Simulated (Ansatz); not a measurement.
We consider bcc Ba, described by r²SCAN+rVV10 (PAW; Ansatz, an electronic-structure program).

Settings: plane-wave cutoff 500 eV, 20×20×20 k mesh, Fermi–Dirac smearing 0.1 eV, scalar-relativistic PAW data made under PBE.

Computed at the level's own relaxed cell.

Predict the volume per atom and lattice constant a.


* **volume per atom**: 63.25 Å³/atom
* **lattice constant a**: 5.020 Å

Measured, for comparison: equilibrium volume per atom 62.31 Å³/atom (low-temperature or extrapolated to 0 K; zero-point anharmonic expansion removed; as tabulated in Csonka et al. (2009), arXiv:0903.4037); lattice constant a 4.995 Å (low-temperature or extrapolated to 0 K; zero-point anharmonic expansion removed, our sources range from 4.995 to 5.004; as tabulated in Csonka et al. (2009), arXiv:0903.4037). Computed (rounded) less measured: equilibrium volume per atom +1.5 %, lattice constant a +0.5 % (+0.3 % to +0.5 % over the range).

Spin–orbit coupling is not included.

Static lattice: no zero-point or thermal effects.

The result took about 70 core-seconds (a rough figure).
